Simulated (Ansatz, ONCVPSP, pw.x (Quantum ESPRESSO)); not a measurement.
# What a changed setting does to a pw.x run (bcc W)

Potential: optimised norm-conserving Vanderbilt (ONCV), ONCVPSP 4.0.1.1 (patched build), PBEsol; core [Kr] 4d10 4f14, reference 5s2 5p6 5d4 6s2; waves: 5s+6s: rc 1.80 bohr, ncon 4, nbas 7, qcut 8.3 1/bohr, 2 projectors; 5p: rc 1.80 bohr, ncon 3, nbas 6, qcut 9.7 1/bohr, 2 projectors, debl 2.7 Ha; 5d: rc 2.35 bohr, ncon 4, nbas 9, qcut 6.9 1/bohr, 3 projectors, debl 1.8 Ha; local part: polynomial inside 1.70 bohr (lpopt 5, dvloc0 1 Ha); core correction: polynomial model core, fcfact 0.88.

The reference run (k-mesh 15³, cutoffs 65/260 Ry, Fermi–Dirac 0.01 Ry, mixing_beta 0.4, conv_thr 1e-9, no spin) gives -3.12 GPa at 15.687 Å³/atom, where all-electron LAPW gives 0.22 GPa. This run, with its own iteration cap, changes startingwfc to random.

```
&control
  calculation='scf', prefix='x', pseudo_dir='./', outdir='./tmp', tstress=.true., disk_io='none'
/
&system
  ibrav=0, nat=1, ntyp=1, ecutwfc=65, ecutrho=260, nbnd=15,
  occupations='smearing', smearing='fd', degauss=0.01
/
&electrons
  conv_thr=1e-09, mixing_beta=0.4, electron_maxstep=70, startingwfc='random'
/
ATOMIC_SPECIES
W 1.0 W.UPF
CELL_PARAMETERS angstrom
  -1.57698163 1.57698163 1.57698163
  1.57698163 -1.57698163 1.57698163
  1.57698163 1.57698163 -1.57698163
ATOMIC_POSITIONS crystal
W 0.0000 0.0000 0.0000
K_POINTS automatic
15 15 15 0 0 0
```

```bash
pw.x < W.scf.in > W.scf.out
```

Question: How does the run end?

Answer: It converges in 7 iterations; the free energy moves by +0.0 meV/atom and the pressure by +0.00 GPa. The result is that of the reference run.

```
Message from routine setup:
     using ibrav=0 with symmetry is DISCOURAGED, use correct ibrav instead
     lattice parameter (alat)  =       5.1616  a.u.
     unit-cell volume          =     105.8611 (a.u.)^3
     number of electrons       =        14.00
     number of Kohn-Sham states=           15
     kinetic-energy cutoff     =      65.0000  Ry
     charge density cutoff     =     260.0000  Ry
     scf convergence threshold =      1.0E-09
     Exchange-correlation= PBESOL
     number of k points=   120  Fermi-Dirac smearing, width (Ry)=  0.0100
     iteration #  1     ecut=    65.00 Ry     beta= 0.40
     total energy              =    -189.60297095 Ry
     estimated scf accuracy    <       0.03932475 Ry
     iteration #  2     ecut=    65.00 Ry     beta= 0.40
     total energy              =    -189.60352502 Ry
     estimated scf accuracy    <       0.00594412 Ry
     iteration #  3     ecut=    65.00 Ry     beta= 0.40
     total energy              =    -189.60419745 Ry
     estimated scf accuracy    <       0.00036781 Ry
     iteration #  4     ecut=    65.00 Ry     beta= 0.40
     total energy              =    -189.60421013 Ry
     estimated scf accuracy    <       0.00000169 Ry
     iteration #  5     ecut=    65.00 Ry     beta= 0.40
     total energy              =    -189.60421064 Ry
     estimated scf accuracy    <       0.00000015 Ry
     iteration #  6     ecut=    65.00 Ry     beta= 0.40
     total energy              =    -189.60421065 Ry
     estimated scf accuracy    <          2.8E-09 Ry
     iteration #  7     ecut=    65.00 Ry     beta= 0.40
     the Fermi energy is    22.5396 ev
!    total energy              =    -189.60421065 Ry
     estimated scf accuracy    <          1.7E-10 Ry
     smearing contrib. (-TS)   =      -0.00221003 Ry
     The total energy is F=E-TS. E is the sum of the following terms:
     one-electron contribution =     -13.64212045 Ry
     hartree contribution      =      15.99277618 Ry
     xc contribution           =     -72.27571258 Ry
     ewald contribution        =    -119.67694377 Ry
     convergence has been achieved in   7 iterations
          total   stress  (Ry/bohr**3)                   (kbar)     P=      -31.14
     Message from routine punch:
     Nothing written, as per user request (disk_io='none')
```

The run took about 19 s on one core of a shared host (Neoverse-V2, 96 threads, 742 GiB, load 38).
